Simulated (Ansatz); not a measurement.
# C2H3NO: up Jacob's ladder to CCSD(T)

Aim: compute C2H3NO with functionals from several rungs and with coupled cluster, and see how far each lands from CCSD(T) at the basis-set limit for the atomisation energy.

Program: Ansatz 0.2.0, Gaussian basis. Level of theory: functionals in def2-TZVPP, the program's frozen cores in correlated methods. These are calculated values, not measurements.

Plan: LDA (SPW92), PBE-D4, revPBE-D4, BLYP-D4, r2SCAN-D4, B97M-V, PBE0-D4, B3LYP-D4, r2SCANh-D4, r2SCAN0-D4, HSE06-D4, BHLYP-D4, CAM-B3LYP-D4, LC-ωPBE, ωB97X-V, ωB97M-V, B2PLYP, PBE-QIDH; CCSD(T)/def2-SVP; CCSD(T)/def2-TZVPP; MP2/def2-QZVPP; extrapolation to the limit; RPA on PBE.

## Step 1: Structure used throughout

An earlier PBE0-D4 in a triple-zeta def2 set relaxation fixed the geometry.

7 atoms, charge 0, spin multiplicity 1.

Atoms are counted from 1 here; the program's logs count them from 0.

Bond lengths: C1–N2 1.258 Å, C1–H5 1.095 Å, C1–H6 1.089 Å, N2–C3 1.390 Å, C3–O4 1.200 Å, C3–H7 1.106 Å. Angles: N2–C1–H5 123.0°, N2–C1–H6 119.3°, H5–C1–H6 117.7°, C1–N2–C3 121.6°, N2–C3–O4 124.7°, N2–C3–H7 112.1°, O4–C3–H7 123.0°.

Geometry (Å):

```mol
C2H3NO
  3D, bonds by distance, orders not assigned

  7  6  0  0  0  0  0  0  0  0999 V2000
   -0.7593    0.8472    0.0102 C   0  0
    0.4177    0.4828    0.2654 N   0  0
    0.8484   -0.8148    0.0148 C   0  0
    0.9635   -1.2982   -1.0770 O   0  0
   -1.5246    0.1650   -0.3732 H   0  0
   -1.0431    1.8859    0.1751 H   0  0
    1.1588   -1.3359    0.9391 H   0  0
  1  2  8  0
  2  3  8  0
  3  4  8  0
  1  5  8  0
  1  6  8  0
  3  7  8  0
M  END
```

## Step 2: LDA

This LDA is Slater exchange with PW92 correlation.

The input, in.yaml:

```yaml
crystal:
  periodic: [false, false, false]
  atoms:
    - {symbol: C, position_ang: [-0.759311, 0.847230, 0.010155]}
    - {symbol: N, position_ang: [0.417699, 0.482844, 0.265377]}
    - {symbol: C, position_ang: [0.848399, -0.814791, 0.014803]}
    - {symbol: O, position_ang: [0.963460, -1.298204, -1.077015]}
    - {symbol: H, position_ang: [-1.524620, 0.164993, -0.373226]}
    - {symbol: H, position_ang: [-1.043123, 1.885856, 0.175085]}
    - {symbol: H, position_ang: [1.158797, -1.335927, 0.939122]}
basis:
  gaussian: {orbitals: def2-TZVPP}
hamiltonian: {xc: lda}
output: {orbitals: {seedname: orbitals}}
```

Run with:

```
$ ansatz run in.yaml --threads 2 --pin off --events-out ev --progress --plain --max-ram 4352MiB
```

After this run come: PBE-D4 (GGA); revPBE-D4 (GGA); BLYP-D4 (GGA); r2SCAN-D4 (meta-GGA); B97M-V (meta-GGA); PBE0-D4 (hybrid); B3LYP-D4 (hybrid); r2SCANh-D4 (hybrid); r2SCAN0-D4 (hybrid); HSE06-D4 (hybrid); BHLYP-D4 (hybrid); CAM-B3LYP-D4 (range-separated); LC-ωPBE (range-separated); ωB97X-V (range-separated); ωB97M-V (range-separated); B2PLYP (double hybrid); PBE-QIDH (double hybrid); CCSD(T) in def2-SVP; CCSD(T) in def2-TZVPP; MP2 in def2-QZVPP; RPA on PBE orbitals.

Q: Predict the results of all the runs planned. Wanted: atomisation energy, CCSD(T)/CBS; farthest beyond LDA; mean size of error, GGA; mean size of error, meta-GGA; mean size of error, hybrid; mean size of error, range-separated; mean size of error, double hybrid; gap, smallest and largest; T1 diagnostic.

**Answer**, as computed:

```
                               quantity                                      value
        atomisation energy, CCSD(T)/CBS                                  30.328 eV
    functionals within 0.152 eV (0.5 %)                    B97M-V, LC-ωPBE, B2PLYP
                    farthest beyond LDA                         PBE-D4 (+1.563 eV)
                mean size of error, GGA                                   0.958 eV
           mean size of error, meta-GGA                                   0.142 eV
             mean size of error, hybrid                                   0.554 eV
    mean size of error, range-separated                                   0.212 eV
      mean size of error, double hybrid                                   0.151 eV
              gap, smallest and largest  3.37 eV (LDA (SPW92)), 11.40 eV (LC-ωPBE)
                          T1 diagnostic                                     0.0165
triples share of the correlation energy                                      4.4 %
```

The LDA atomisation energy is off by 5.608 eV (18 %): it overbinds. PBE-D4 is off by +1.563 eV. Double hybrids carry the basis error of their MP2 part in triple zeta, and no dispersion term here, so their miss is partly the set-up's. The rungs meta-GGA, double hybrid miss on average by less than the doubt on the reference (0.152 eV), so they tie; GGA functionals have the largest mean beyond LDA (0.958 eV). The reference freezes the cores and leaves out relativity and excitations past (T), so misses under about 0.152 eV can't be ranked. Hartree-Fock recovers 67 % of the binding; the rest is correlation. CCSD(T) in def2-SVP is off by -1.534 eV, more than most functionals: a good method in a small basis is no reference. Orbital gaps span 3.4 to 11.4 eV; exact exchange widens them.
